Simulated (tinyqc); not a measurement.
Inside a calculation. Method: RHF in the sto-3g basis, for H2O, spin multiplicity 1. One step of it, computed by the program tinyqc.

Problem. Iteration 1: diagonalisation and new density. Diagonalise F' = X^T F X, C = X C', fill 5 alpha and 5 beta electrons from the bottom; D = 2 C_occ C_occ^T. Each column has its largest component positive (the first on a tie).

Fock matrix F (hartree):
```
             1O 1s      1O 2s    1O 2px     1O 2py     1O 2pz      2H 1s      3H 1s
1O 1s   -19.532751  -5.030524  0.000000  -0.002184  -0.023674  -0.747658  -0.643786
1O 2s    -5.030524  -1.997059  0.000000  -0.005851  -0.110814  -0.688112  -0.618829
1O 2px    0.000000   0.000000  0.008407   0.000000   0.000000   0.000000   0.000000
1O 2py   -0.002184  -0.005851  0.000000  -0.030926  -0.002944  -0.296334   0.279138
1O 2pz   -0.023674  -0.110814  0.000000  -0.002944  -0.023974  -0.233625  -0.217212
2H 1s    -0.747658  -0.688112  0.000000  -0.296334  -0.233625  -0.284750  -0.195716
3H 1s    -0.643786  -0.618829  0.000000   0.279138  -0.217212  -0.195716  -0.250544
```

X:
```
            1O 1s      1O 2s    1O 2px     1O 2py     1O 2pz      2H 1s      3H 1s
1O 1s    1.023364  -0.134203  0.000000  -0.000765  -0.005921   0.018361   0.016632
1O 2s   -0.134203   1.127382  0.000000   0.008613   0.054447  -0.207646  -0.179694
1O 2px   0.000000   0.000000  1.000000   0.000000   0.000000   0.000000   0.000000
1O 2py  -0.000765   0.008613  0.000000   1.061238   0.003997  -0.164236   0.148754
1O 2pz  -0.005921   0.054447  0.000000   0.003997   1.028114  -0.106521  -0.094360
2H 1s    0.018361  -0.207646  0.000000  -0.164236  -0.106521   1.110824  -0.046791
3H 1s    0.016632  -0.179694  0.000000   0.148754  -0.094360  -0.046791   1.089696
```

Give: F' = X^T F X; orbital energies; coefficients C; D after iteration 1.

Solution.

F' = X^T F X (hartree):
```
          1        2       3        4        5        6        7
1  -19.1543  -2.6867  0.0000  -0.0049  -0.0427  -0.0627  -0.0423
2   -2.6867  -0.9063  0.0000   0.0138   0.0216  -0.4097  -0.3586
3    0.0000   0.0000  0.0084   0.0000   0.0000   0.0000   0.0000
4   -0.0049   0.0138  0.0000   0.1531   0.0076  -0.3599   0.3333
5   -0.0427   0.0216  0.0000   0.0076   0.0558  -0.2308  -0.2065
6   -0.0627  -0.4097  0.0000  -0.3599  -0.2308   0.0493  -0.0756
7   -0.0423  -0.3586  0.0000   0.3333  -0.2065  -0.0756   0.0236
```

orbital energies (hartree): MO1 -19.5429, MO2 -0.8822, MO3 -0.3577, MO4 -0.1035, MO5 0.0084, MO6 0.4735, MO7 0.6339

coefficients C:
```
            MO1      MO2      MO3      MO4     MO5      MO6      MO7
1O 1s    0.9938  -0.2174   0.0051   0.1203  0.0000   0.1227  -0.0374
1O 2s    0.0263   0.7717  -0.0268  -0.5500  0.0000  -0.6515   0.2086
1O 2px   0.0000   0.0000   0.0000   0.0000  1.0000   0.0000   0.0000
1O 2py   0.0004   0.0071   0.5748   0.0044  0.0000   0.2258   0.8911
1O 2pz   0.0030   0.1310   0.0017   0.7614  0.0000  -0.6720   0.1782
2H 1s   -0.0051   0.2604   0.4654   0.2810  0.0000   0.4980  -0.8405
3H 1s   -0.0044   0.2339  -0.4883   0.2937  0.0000   0.8064   0.4729
```

D after iteration 1:
```
          1O 1s    1O 2s  1O 2px   1O 2py   1O 2pz    2H 1s    3H 1s
1O 1s    2.0990  -0.4161  0.0000   0.0045   0.1322  -0.0509  -0.0448
1O 2s   -0.4161   1.7990  0.0000  -0.0245  -0.6354   0.0675   0.0638
1O 2px   0.0000   0.0000  2.0000   0.0000   0.0000   0.0000   0.0000
1O 2py   0.0045  -0.0245  0.0000   0.6609   0.0105   0.5412  -0.5554
1O 2pz   0.1322  -0.6354  0.0000   0.0105   1.1940   0.4978   0.5069
2H 1s   -0.0509   0.0675  0.0000   0.5412   0.4978   0.7268  -0.1676
3H 1s   -0.0448   0.0638  0.0000  -0.5554   0.5069  -0.1676   0.7588
```
